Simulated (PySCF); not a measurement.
Ligands exchanged one at a time, B F-H. Gas-phase values, no solvent. Strings in code marks are SMILES.

The vertical ionisation energy (Delta-SCF) from two functionals at the same geometries (B3LYP-D3(BJ)/def2-TZVP), both in PySCF: PBE-D3(BJ)/def2-TZVP and B3LYP-D3(BJ)/def2-TZVP. B3LYP has the VWN-RPA correlation part, as in Gaussian. Delta-SCF ions had no search for a lower state. 

```json
[
 {"species": "0 of 3 F replaced by H", "PBE-D3(BJ)/def2-TZVP (eV)": "14.42", "B3LYP-D3(BJ)/def2-TZVP (eV)": "15.21"},
 {"species": "1 of 3 F replaced by H", "PBE-D3(BJ)/def2-TZVP (eV)": "13.52", "B3LYP-D3(BJ)/def2-TZVP (eV)": "14.06"},
 {"species": "2 of 3 F replaced by H", "PBE-D3(BJ)/def2-TZVP (eV)": "12.10", "B3LYP-D3(BJ)/def2-TZVP (eV)": "12.50"}
]
```

Over these rows, drawn at random from the members with no instability flagged (it was tested for open shells, ions and some series alone), PBE minus B3LYP-D3(BJ): mean -0.58 eV, from -0.79 eV to -0.40 eV.
